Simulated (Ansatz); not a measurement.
Molecule: CH$_{4}$O, net charge 1, doublet state. SMILES of the parent species: CO
Structure (B3LYP-D3(BJ)/def2-TZVP (Ansatz, a program for electronic structure) minimum search):
```
C
O 1 1.3550
H 2 0.9868 1 114.53
H 1 1.0854 2 116.77 3 0.00
H 1 1.1284 4 115.16 2 -126.19
H 1 1.1284 4 115.16 5 -107.61
```
Charge +1, spin multiplicity 2.

Problem. Give the harmonic wavenumbers at B3LYP-D3(BJ)/def2-TZVP (Ansatz, finite differences of forces, unscaled).

Solution. 302, 942, 974, 1045, 1216, 1235, 1284, 1480, 2637, 2747, 3184, 3540 cm⁻¹. Zero-point energy 29.4 kcal/mol.

Problem. From these and the geometry, give the ideal-gas thermochemistry at 298.15 K and 1 atm (rigid rotor, harmonic oscillator).

Solution. Point group Cs, rotational symmetry number 1. Rotational constants 126.2, 26.74, 25.06 GHz. S(trans) 36.33, S(rot) 18.88, S(vib) 1.82, S(elec, spin only) 1.38, S 58.4 cal/(mol K). H(298) - H(0) 2.74 kcal/mol; G - E(el) 14.8 kcal/mol.
